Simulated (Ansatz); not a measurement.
A run of Ansatz (development build ahead of 0.2.0) on triplet SF2 at this shape:

```xyz
3

S     0.0000    0.0000    0.0000
F     0.0000    3.3882    1.9562
F     0.0000   -3.3882    1.9562
```

Its results:

| Quantity | Value |
| --- | --- |
| Converged | yes |
| Total energy | -597.26224 hartree |
| Spin squared of the determinant | 2.000 |
| Stability test | minimum among restricted orbitals |

(1) Which input gives this output? Name the method, the orbitals and the basis set, and write the input.

Results:

(1) PBE (restricted open-shell) in pcseg-2.

```yaml
crystal:
  periodic: [false, false, false]
  atoms:
    - { symbol: S, position_ang: [0.0, 0.0, 0.0] }
    - { symbol: F, position_ang: [0.0, 3.3882, 1.9562] }
    - { symbol: F, position_ang: [0.0, -3.3882, 1.9562] }
basis:
  gaussian: { orbitals: pcseg-2 }
magnetization:
  initial_magnetization: 2
hamiltonian:
  xc: pbe
```

Caution: stretched shape with no unrestricted run beside it, a lower state can exist; charge can spread falsely over distant fragments; other spin multiplicities may lie lower.
